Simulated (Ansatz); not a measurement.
# BH2N: shift of H3 from B1 to N2, part 2 of 2

How high is the barrier for the shift of H3 from B1 to N2? Relax the two ends, then run a nudged elastic band between them. SMILES of the start: B=N.

Ansatz 0.2.0; RKS PBE-D4/def2-SVP. Earlier steps stand in the parts before.

**9. Dynamics from the top**

It starts at the highest inner image of the first converged band: 200 steps of 0.5 fs at constant energy, with velocities drawn for 300 K.

input.yaml reads:

```yaml
crystal:
  periodic: [false, false, false]
  atoms:
    - { symbol: B, position_ang: [-0.978125, -0.030567, 0.484948] }
    - { symbol: "N", position_ang: [0.200796, 0.307753, 0.040228] }
    - { symbol: H, position_ang: [-0.334124, -0.934398, -0.263251] }
    - { symbol: H, position_ang: [1.111453, 0.657222, -0.261925] }
basis:
  gaussian: { orbitals: def2-SVP }
hamiltonian:
  xc: pbe
  dispersion: d4
md:
  timestep: 0.5
  n_steps: 200
  ensemble: nve
  temperature: 300.0
  initial_velocities: maxwell_boltzmann
  seed: 9928
```

On the command line:

```
ansatz run input.yaml --threads 1 --pin off --max-ram 2048MiB --backend cpu --events-out ev --progress --plain --runs-dir out
```

The log of the run (excerpt; [...] marks lines left out):

```text
Warning: RAYON_NUM_THREADS=1 ignored (pool sized by the plan → 1); use --threads N
[...]
Functional definition: PBE
[...]
442 factors; their error is unknown
[...]
mean field -2191.13159109 eV, -80.5226007701 hartree, gradient 1.3e-5 eV, S^2 0.000000; 0 other end points of the search recorded, 0 dependent functions left out
[...]
reference -2191.13161646 eV, -80.5226017025 hartree; 7, 7 occupied and 31, 31 virtual orbitals, 442 factors
md step     0: t =     0.00 fs  T =   300.0 K  F+E_penalty+E_count = -2191.16200389 eV  E_kin = 0.077556 eV  conserved = -2191.08444789 eV  (25 SCF iters)
[...]
md step    25: t =    12.50 fs  T =  2903.4 K  F+E_penalty+E_count = -2191.83372076 eV  E_kin = 0.750592 eV  conserved = -2191.08312867 eV  (27 SCF iters, 3 dispersion substeps)
[...]
md step    50: t =    25.00 fs  T =  7817.3 K  F+E_penalty+E_count = -2193.10569661 eV  E_kin = 2.020920 eV  conserved = -2191.08477674 eV  (25 SCF iters, 3 dispersion substeps)
[...]
md step    75: t =    37.50 fs  T =   572.2 K  F+E_penalty+E_count = -2191.23150129 eV  E_kin = 0.147936 eV  conserved = -2191.08356517 eV  (27 SCF iters, 3 dispersion substeps)
[...]
md step    98: t =    49.00 fs  T =  6710.0 K  F+E_penalty+E_count = -2192.81944224 eV  E_kin = 1.734673 eV  conserved = -2191.08476928 eV  (25 SCF iters, 3 dispersion substeps)
md step    99: t =    49.50 fs  T =  7468.7 K  F+E_penalty+E_count = -2193.01711179 eV  E_kin = 1.930803 eV  conserved = -2191.08630906 eV  (24 SCF iters, 3 dispersion substeps)
```

**10. The log goes on: dynamics from the highest image of the converged band**

The log, continued (excerpt; [...] marks lines left out):

```text
md step   100: t =    50.00 fs  T =  8134.9 K  F+E_penalty+E_count = -2193.19070658 eV  E_kin = 2.103029 eV  conserved = -2191.08767797 eV  (26 SCF iters, 3 dispersion substeps)
[...]
md step   125: t =    62.50 fs  T =  6621.0 K  F+E_penalty+E_count = -2192.79806978 eV  E_kin = 1.711652 eV  conserved = -2191.08641808 eV  (26 SCF iters, 3 dispersion substeps)
[...]
md step   150: t =    75.00 fs  T =  1411.2 K  F+E_penalty+E_count = -2191.44889546 eV  E_kin = 0.364811 eV  conserved = -2191.08408431 eV  (27 SCF iters, 3 dispersion substeps)
[...]
md step   175: t =    87.50 fs  T =  7609.3 K  F+E_penalty+E_count = -2193.05206130 eV  E_kin = 1.967157 eV  conserved = -2191.08490441 eV  (25 SCF iters, 3 dispersion substeps)
[...]
md step   199: t =    99.50 fs  T =  2173.0 K  F+E_penalty+E_count = -2191.64521508 eV  E_kin = 0.561770 eV  conserved = -2191.08344522 eV  (27 SCF iters, 3 dispersion substeps)
[...]
md step   200: t =   100.00 fs  T =  1789.8 K  F+E_penalty+E_count = -2191.54592048 eV  E_kin = 0.462693 eV  conserved = -2191.08322722 eV  (25 SCF iters, 3 dispersion substeps)
Total energy: -2191.54594683 eV, -80.5378280628 hartree
Atom 0 at    -0.796767    -0.412896     0.208384 Å, force     0.079686     2.502381     1.172546 eV/Å
Atom 1 at     0.150563     0.461123     0.140667 Å, force     1.224807     0.167715    -0.571561 eV/Å
Atom 2 at    -1.378505     0.518727     0.961194 Å, force    -0.678685    -1.679273    -0.459301 eV/Å
Atom 3 at     0.908945     1.173065     0.083867 Å, force    -0.625808    -0.990823    -0.141685 eV/Å
Dipole moment:     0.282439     0.361290     0.025471 e Å
```

Wall time 6.8 min (1 thread of Intel Xeon at 2.50GHz (Skylake/Cascade Lake), shared host); peak memory 0.09 GiB.

**11. What the atoms did**

The trajectory, every 8 steps (energies from step 0):

```csv
time (fs),T (K),potential energy change (meV/atom),total energy change (meV/atom),H3–B1 (Å),H3–N2 (Å)
0.0,300,0.0,0.00,1.34,1.39
4.0,253,3.2,0.13,1.29,1.41
8.0,659,-23.0,0.22,1.31,1.54
12.0,2450,-138.6,0.39,1.30,1.79
16.0,6772,-418.3,0.00,1.29,2.18
20.0,9501,-595.1,-0.41,1.38,2.58
24.0,8418,-524.9,-0.30,1.47,2.73
28.0,6491,-400.3,-0.17,1.41,2.45
32.0,4478,-270.4,-0.43,1.22,1.91
36.0,1097,-51.5,0.06,1.21,1.59
40.0,710,-26.5,0.03,1.37,1.65
44.0,1933,-105.4,0.14,1.34,1.80
48.0,5213,-317.1,0.41,1.18,2.04
52.0,9069,-567.6,-0.78,1.37,2.52
56.0,7186,-444.9,0.20,1.56,2.77
60.0,8191,-510.6,-0.63,1.40,2.56
64.0,4752,-287.4,0.32,1.17,2.05
68.0,2457,-139.6,-0.17,1.29,1.77
72.0,405,-6.5,0.26,1.37,1.67
76.0,2251,-126.2,-0.13,1.24,1.69
80.0,5585,-341.8,-0.24,1.20,2.05
84.0,7244,-449.0,-0.25,1.43,2.61
88.0,7727,-480.1,-0.13,1.54,2.81
92.0,8921,-557.7,-0.51,1.37,2.51
96.0,5764,-352.9,0.26,1.19,2.00
100.0,1790,-96.0,0.31,1.33,1.74
```

time (fs), T (K) and a bar:
```
      0.0        300 
      4.5        308 
      8.5        821 ##
     13.0       3417 ##########
     17.5       8408 ###########################
     21.5       9412 ##############################
     26.0       7345 #######################
     30.5       5472 #################
     35.0       1582 ####
     39.0        495 #
     43.5       1662 ####
     48.0       5213 ################
     52.0       9069 #############################
     56.5       7231 #######################
     61.0       7865 #########################
     65.0       3782 ###########
     69.5       1581 ####
     74.0        686 #
     78.5       4139 #############
     82.5       7030 ######################
     87.0       7526 ########################
     91.5       8835 ############################
     95.5       6452 ####################
    100.0       1790 #####
```

The last frame stands with the bonds of end A.

**12. A trajectory let go at the top**

It starts at the highest inner image of the first converged band: 200 steps of 0.5 fs at constant energy, with velocities drawn for 100 K.

Changes to input.yaml since step 9:

```diff
@@ -16,4 +16,4 @@
   ensemble: nve
-  temperature: 300.0
+  temperature: 100.0
   initial_velocities: maxwell_boltzmann
-  seed: 9928
+  seed: 9929
```

On the command line:

```
ansatz run input.yaml --threads 1 --pin off --max-ram 2048MiB --backend cpu --events-out ev --progress --plain --runs-dir out
```

The log of the run (excerpt; [...] marks lines left out):

```text
Warning: RAYON_NUM_THREADS=1 ignored (pool sized by the plan → 1); use --threads N
[...]
Functional definition: PBE
[...]
442 factors; their error is unknown
[...]
mean field -2191.13159109 eV, -80.5226007701 hartree, gradient 1.3e-5 eV, S^2 0.000000; 0 other end points of the search recorded, 0 dependent functions left out
[...]
reference -2191.13161646 eV, -80.5226017025 hartree; 7, 7 occupied and 31, 31 virtual orbitals, 442 factors
md step     0: t =     0.00 fs  T =   100.0 K  F+E_penalty+E_count = -2191.16200389 eV  E_kin = 0.025852 eV  conserved = -2191.13615189 eV  (25 SCF iters)
[...]
md step    25: t =    12.50 fs  T =   470.1 K  F+E_penalty+E_count = -2191.25725060 eV  E_kin = 0.121535 eV  conserved = -2191.13571526 eV  (28 SCF iters)
[...]
md step    50: t =    25.00 fs  T =  9506.0 K  F+E_penalty+E_count = -2193.59586043 eV  E_kin = 2.457492 eV  conserved = -2191.13836892 eV  (24 SCF iters, 3 dispersion substeps)
[...]
md step    75: t =    37.50 fs  T =  3701.0 K  F+E_penalty+E_count = -2192.09468452 eV  E_kin = 0.956792 eV  conserved = -2191.13789250 eV  (26 SCF iters, 3 dispersion substeps)
[...]
md step    99: t =    49.50 fs  T =  2775.8 K  F+E_penalty+E_count = -2191.85331150 eV  E_kin = 0.717599 eV  conserved = -2191.13571283 eV  (27 SCF iters, 3 dispersion substeps)
md step   100: t =    50.00 fs  T =  3129.1 K  F+E_penalty+E_count = -2191.94465654 eV  E_kin = 0.808945 eV  conserved = -2191.13571174 eV  (26 SCF iters, 3 dispersion substeps)
```

**13. More of the same log: dynamics from the highest image of the converged band**

The log, continued (excerpt; [...] marks lines left out):

```text
md step   101: t =    50.50 fs  T =  3538.3 K  F+E_penalty+E_count = -2192.05048583 eV  E_kin = 0.914724 eV  conserved = -2191.13576143 eV  (25 SCF iters, 3 dispersion substeps)
[...]
md step   126: t =    63.00 fs  T =  7313.7 K  F+E_penalty+E_count = -2193.02873562 eV  E_kin = 1.890740 eV  conserved = -2191.13799569 eV  (25 SCF iters, 3 dispersion substeps)
[...]
md step   151: t =    75.50 fs  T =   654.3 K  F+E_penalty+E_count = -2191.30530800 eV  E_kin = 0.169152 eV  conserved = -2191.13615591 eV  (28 SCF iters, 3 dispersion substeps)
[...]
md step   176: t =    88.00 fs  T =  7972.3 K  F+E_penalty+E_count = -2193.19982511 eV  E_kin = 2.061004 eV  conserved = -2191.13882152 eV  (26 SCF iters, 3 dispersion substeps)
[...]
md step   199: t =    99.50 fs  T =  7176.2 K  F+E_penalty+E_count = -2192.99419612 eV  E_kin = 1.855194 eV  conserved = -2191.13900237 eV  (25 SCF iters, 3 dispersion substeps)
[...]
md step   200: t =   100.00 fs  T =  6479.9 K  F+E_penalty+E_count = -2192.81276887 eV  E_kin = 1.675192 eV  conserved = -2191.13757729 eV  (24 SCF iters, 3 dispersion substeps)
Total energy: -2192.81279495 eV, -80.5843838723 hartree
Atom 0 at    -0.797632    -0.349014     0.244498 Å, force     0.816407     1.808222     0.425996 eV/Å
Atom 1 at     0.173046     0.448060     0.120049 Å, force     0.506518    -0.512212    -0.501194 eV/Å
Atom 2 at    -1.683979     0.063127     0.889365 Å, force    -1.761336    -1.169841     0.356029 eV/Å
Atom 3 at     0.911273     1.125098     0.054924 Å, force     0.438411    -0.126169    -0.280830 eV/Å
Dipole moment:     0.143975     0.170983     0.005017 e Å
```

Run time: 6.5 min. Hardware: 1 thread of Intel Xeon at 2.50GHz (Skylake/Cascade Lake), shared host; peak memory 0.091 GiB.

**14. Frames and traces**

One step in 11; energies are changes from step 0:

| time (fs) | T (K) | potential energy change (meV/atom) | total energy change (meV/atom) | H3–B1 (Å) | H3–N2 (Å) |
| --- | --- | --- | --- | --- | --- |
| 0.0 | 100 | 0.0 | 0.00 | 1.34 | 1.39 |
| 5.5 | 26 | 4.8 | 0.04 | 1.35 | 1.42 |
| 11.0 | 273 | -11.1 | 0.06 | 1.29 | 1.47 |
| 16.5 | 2253 | -139.0 | 0.15 | 1.29 | 1.77 |
| 22.0 | 7658 | -488.9 | -0.39 | 1.34 | 2.31 |
| 27.5 | 9589 | -613.9 | -0.65 | 1.41 | 2.68 |
| 33.0 | 5902 | -375.1 | -0.13 | 1.39 | 2.42 |
| 38.5 | 2800 | -174.8 | -0.28 | 1.20 | 1.74 |
| 44.0 | 653 | -35.8 | -0.06 | 1.30 | 1.62 |
| 49.5 | 2776 | -172.8 | 0.11 | 1.33 | 1.93 |
| 55.0 | 8919 | -570.8 | -0.78 | 1.25 | 2.39 |
| 60.5 | 7320 | -466.7 | -0.03 | 1.54 | 2.73 |
| 66.0 | 6821 | -435.2 | -0.80 | 1.31 | 2.30 |
| 71.5 | 1993 | -122.4 | -0.04 | 1.22 | 1.73 |
| 77.0 | 247 | -9.3 | 0.21 | 1.39 | 1.68 |
| 82.5 | 3848 | -242.3 | -0.08 | 1.19 | 1.82 |
| 88.0 | 7972 | -509.5 | -0.67 | 1.38 | 2.55 |
| 93.5 | 7095 | -452.3 | -0.16 | 1.57 | 2.83 |
| 99.0 | 7756 | -495.8 | -0.95 | 1.22 | 2.19 |
| 100.0 | 6480 | -412.7 | -0.36 | 1.17 | 2.05 |

time (fs), T (K) and a bar:
```
      0.0        100 
      4.5         17 
      8.5        134 
     13.0        576 ##
     17.5       3100 #########
     21.5       7211 ######################
     26.0       9739 ##############################
     30.5       7691 ########################
     35.0       5013 ###############
     39.0       2294 #######
     43.5        494 #
     48.0       2022 ######
     52.0       5075 ################
     56.5       9762 ##############################
     61.0       7172 ######################
     65.0       7323 ######################
     69.5       2907 #########
     74.0       1301 ####
     78.5        507 ##
     82.5       3848 ############
     87.0       7960 ########################
     91.5       7040 ######################
     95.5       7891 ########################
    100.0       6480 ####################
```

The last frame stands with the bonds of end A.

**15. What came out**

This closing draws on all 2 parts.

| quantity | value |
| --- | --- |
| end A | 2 moves, 0.045 eV lower |
| end B | 7 moves, 1.529 eV lower |
| first band: barrier forwards | 2.918 eV |
| first band: barrier backwards | 1.014 eV |
| first band: second end relative to first | +1.904 eV |
| first band: highest image | 4 of 0 to 6, climbing |
| first band: band iterations | 10 |
| imaginary modes at the top | 1360i cm⁻¹ |
| second band | top 2.749 eV above image 0, 9 iterations, 6 inner images, none climbing |
| time, first and second band | 2.1 min and 2.3 min |
| trajectory at 300 K, after 100 fs | with the bonds of end A, at 1790 K |
| trajectory at 100 K, after 100 fs | with the bonds of end A, at 6480 K |

In the first band: the barrier from the first end is 2.92 eV, 113 times kT at 300 K, which at an assumed attempt frequency of 10^13 s⁻¹ means a rate near 10^-36 s⁻¹. Going back costs 1.01 eV, since the second end is 1.90 eV above the first. By distance, end A alone has B1–H3 and end B alone has N2–H3. One imaginary mode, as a first-order saddle point has. The second band's top lies 170 meV below the first's, as a band that doesn't climb stops under the top. Zero-point energy and entropy are left out. Tunnelling, which matters where hydrogen moves, is missing too. Semilocal functionals tend to give barriers that are too low.
